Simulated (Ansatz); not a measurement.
Basis-set extrapolation for C2H6FNS, SMILES `NCSCF` (PBE0-D4/def2-TZVP geometry, frozen core, the Gaussian-basis code of Ansatz). Multiplicity 1, RHF reference.

|  | def2-TZVPP | def2-QZVPP |
| --- | --- | --- |
| HF | -630.736135 | -630.758461 |
| MP2 correlation | -0.984402 | -1.062640 |
| CCSD(T) correlation | -1.065788 | not run |

Energies in hartree. Use E(X) = E(∞) + A·exp(−7.88·√X) for Hartree–Fock and E(X) = E(∞) + B·X^(−2.97) for correlation, with X = 3 and 4, and add CCSD(T) minus MP2 of the smaller set to the MP2 limit.

Task: What is the CCSD(T) energy at the basis-set limit?

Result: HF limit: -630.758461 + (-0.022326) × 0.13774 = -630.76154. MP2 limit: -1.062640 + (-0.078238) × 0.74074 = -1.12059. Higher-order term: -1.065788 − (-0.984402) = -0.08139. Total: -631.96352 hartree, 424.3 kJ/mol below CCSD(T)/def2-TZVPP.
